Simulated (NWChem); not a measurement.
# Basis-set dependence for S (+1)

SMILES: [S+]
```xyz
1

S      0.0000     0.0000     0.0000
```
Charge +1, spin multiplicity 4.

The numbers come from NWChem runs, not from measurements.

Hartree-Fock energies in Ha, correlation energies in mHa.

The correlated methods keep 5 core orbitals frozen. The stability of the SCF solutions was not checked. Open-shell Hartree-Fock references start from PBE0 orbitals. Coupled-cluster values serve here as a point of comparison, not as the truth.

| basis | functions | UHF | UMP2 | SCS-UMP2 | CCSD on ROHF | CCSD[T] on ROHF | CCSD(T) on ROHF | CCSD on UHF | CCSD[T] on UHF | CCSD(T) on UHF | CCSDT on ROHF |
|---|---|---|---|---|---|---|---|---|---|---|---|
| STO-3G | 9 | -392.92422 | not run | not run | not run | not run | not run | not run | not run | not run | not run |
| def2-SVP | 18 | -397.02866 | -68.3 | -66.1 | -86.9 | -88.0 | -88.0 | -86.7 | -87.6 | -87.6 | -88.1 |
| def2-TZVP | 37 | -397.16268 | -87.6 | -84.6 | -108.0 | -112.0 | -112.0 | -107.8 | -111.2 | -111.2 | -112.3 |
| def2-QZVP | 70 | -397.17360 | -97.0 | -94.3 | -115.0 | -119.7 | -119.7 | -114.5 | -118.8 | -118.8 | not run |

From def2-TZVP to def2-QZVP the Hartree-Fock energy moves by -10.9 mHa and the UMP2 correlation energy by -9.4 mHa, which is 10 % of its value in the larger set.
